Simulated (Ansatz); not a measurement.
Energy needed to pull apart AlNH$_{3}$ (SMILES [NH][AlH2]), doublet, into free ground-state atoms, from the structure below (at a frame of a short PBE0-D4/def2-SVP trajectory); no zero-point or spin–orbit terms; open-shell atoms are treated unrestricted, in their ground-state multiplicity.

```xyz
5
angstrom
N 0.4913 -0.7914 0.8026
Al -0.2294 0.3686 -0.3478
H 1.1232 -1.5262 1.0853
H -1.4518 -0.2906 -1.1841
H 0.2611 1.8046 -0.3654
```

Ansatz 0.2.0; basis: def2-TZVPP; cores frozen in the correlated methods; orbitals are unrestricted.

```csv
method,atomization energy (kcal/mol)
PBE-D4,?
r2SCAN-D4,300.3
PBE0-D4,294.2
wB97M-V,300.7
HF,?
MP2,285.3
CCSD,284.9
CCSD(T),288.1
```

(1) What does PBE-D4 give? (An estimate is asked for; the value comes from the calculation.)

(2) What does HF give? (Judge from chemistry; the value comes from the calculation.)

The T1 diagnostic stays at or below 0.017. ⟨S²⟩ of the unrestricted Hartree–Fock references: 0.76 (a pure state has 0.75).

Results:

(1) The calculation gives: 300.2 kcal/mol, which is about 12.0 kcal/mol more than CCSD(T)/def2-TZVPP.

(2) Computed: 207.4 kcal/mol, which is about 80.7 kcal/mol less than CCSD(T)/def2-TZVPP.

In triple zeta the MP2 and coupled-cluster atomization energies are still short of their basis limit by a few kcal/mol a bond, whereas those of the functionals are nearly converged, so these differences are not deviations from converged CCSD(T).

For scale, one of the runs: CCSD(T)/def2-TZVPP forces, 115 basis functions, launched by `ansatz run in.yaml --threads 2 --pin off --events-out ev --progress --plain --max-ram 3481MiB`. Time: 41 s of wall clock on 2 CPU threads of an Arm Neoverse V2; the host was shared. Peak host memory: 1.5 GiB.
